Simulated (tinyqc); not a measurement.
Ways to converge the cycle: SCF convergence aids in the sto-3g basis, for Li2+, spin multiplicity 2. Computed by the program tinyqc with PySCF. UHF with one setting changed at a time; a run stops when the energy changes by less than 1e-09 hartree and the error matrix is below 1e-5. The start is the core Hamiltonian. Damping d keeps d of the old density; a shift (hartree) raises the virtual levels; DIIS n extrapolates F over n matrices.

Geometry (angstrom):
```
atom       x       y       z
Li    0.0000  0.0000  0.0000
Li    0.0000  0.0000  2.3030
```

lowest solution found by these runs and by PySCF with stability checks = -14.487032 hartree

Largest element of the error matrix X^T (FDS - SDF) X:
```
iteration    plain  damping 0.3  damping 0.6  shift 0.4   DIIS 3   DIIS 8
1          1.2e-01      1.2e-01      1.2e-01    1.2e-01  1.2e-01  1.2e-01
2          1.7e-02      4.8e-02      7.9e-02    3.1e-02  1.7e-02  1.7e-02
3          8.1e-03      1.9e-02      5.2e-02    1.6e-02  7.1e-03  7.1e-03
4          4.6e-03      8.9e-03      3.4e-02    1.3e-02  4.9e-04  4.9e-04
5          2.6e-03      6.0e-03      2.2e-02    1.0e-02  6.8e-05  1.6e-05
6          1.5e-03      4.2e-03      1.5e-02    7.9e-03  1.6e-06  4.5e-07
8          4.8e-04      2.0e-03      6.9e-03    5.0e-03        -        -
10         1.5e-04      9.7e-04      4.6e-03    3.1e-03        -        -
14         1.6e-05      2.3e-04      2.1e-03    1.2e-03        -        -
20               -      2.6e-05      6.7e-04    3.0e-04        -        -
30               -            -      1.0e-04    2.8e-05        -        -
45               -            -      5.8e-06          -        -        -
```

How each run ends:
```
run          iterations  E (hartree)         state
plain                17    -14.48703  lowest found
damping 0.3          25    -14.48703  lowest found
damping 0.6          45    -14.48703  lowest found
shift 0.4            36    -14.48703  lowest found
DIIS 3                7    -14.48703  lowest found
DIIS 8                6    -14.48703  lowest found
```

What does the comparison show, and why?

6 of 6 runs reach the lowest solution found, in 6 to 45 iterations (fastest: DIIS 8). Plain steps already contract here, so damping only slows them. DIIS 3 and DIIS 8 gain by cancelling the error over several earlier matrices, much as a quasi-Newton step does.
